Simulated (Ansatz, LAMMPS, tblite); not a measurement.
Zone-centre TO phonon frequency of diamond-structure Si: levels of theory against measurement

Reference value: 525 cm⁻¹ (measured, low temperature, zero-point motion not removed; as tabulated in Tanner et al. (2021), arXiv:2110.11888).

Q: What do spline MEAM Si_2.meam.spline, GFN2-xTB, SNAP Si_Zuo_JPCA2020.quadratic.snap, LDA, PBE, r²SCAN, B3LYP (VWN-RPA form), HSE06, LC-ωPBE, PBE0, r²SCAN0, Hartree–Fock give, and how far is each from the reference?

A: 
```csv
level (code),value (cm⁻¹),cell (Å³/atom),difference (%)
spline MEAM Si_2.meam.spline (LAMMPS),492,20.03,-6.3
GFN2-xTB (tblite),493,19.57,-6.1
SNAP Si_Zuo_JPCA2020.quadratic.snap (LAMMPS),505,20.39,-3.8
LDA (Ansatz),513,19.70,-2.3
PBE (Ansatz),503,20.46,-4.2
r²SCAN (Ansatz),518,20.17,-1.3
B3LYP (VWN-RPA form) (Ansatz),517,20.64,-1.5
HSE06 (Ansatz),528,20.12,+0.6
LC-ωPBE (Ansatz),570,19.58,+8.6
PBE0 (Ansatz),531,20.08,+1.1
r²SCAN0 (Ansatz),537,19.97,+2.3
Hartree–Fock (Ansatz),570,20.86,+8.6
```

Once the reference is moved by up to 2.0 % (a margin picked here for doubts on the reference and the settings, and for temperature and zero-point motion) and values within 0.7 % count as equal, the nearest can be HSE06 (+0.6 %), PBE0 (+1.1 %), r²SCAN (-1.3 %), B3LYP (VWN-RPA form) (-1.5 %), LDA (-2.3 %) or r²SCAN0 (+2.3 %). By the same margin the farthest can be Hartree–Fock (+8.6 %), LC-ωPBE (+8.6 %), spline MEAM Si_2.meam.spline (-6.3 %) or GFN2-xTB (-6.1 %).

The reference isn't brought to a static lattice, while the calculations are for one, so the differences are not the levels' errors alone.  GFN2-xTB: the method was fitted mainly to molecules. GFN2-xTB: the run uses a supercell at the zone centre in place of a k mesh. Each level is taken at its own relaxed cell. Cutoffs and k meshes differ between the levels. Ansatz's density-functional and Hartree–Fock values are scalar-relativistic unless marked +SOC, with PAW data made under PBE.

Empirical potentials (spline MEAM Si_2.meam.spline) are fitted to chosen data: where that held the value shown, agreement is built in, and what lay outside the fit can be far off. Machine-learned potentials (SNAP Si_Zuo_JPCA2020.quadratic.snap) are trained on DFT data: a solid inside that data is no test of them.

Differences are worked out from the printed values.

Ansatz is a quantum-chemistry and plane-wave program.
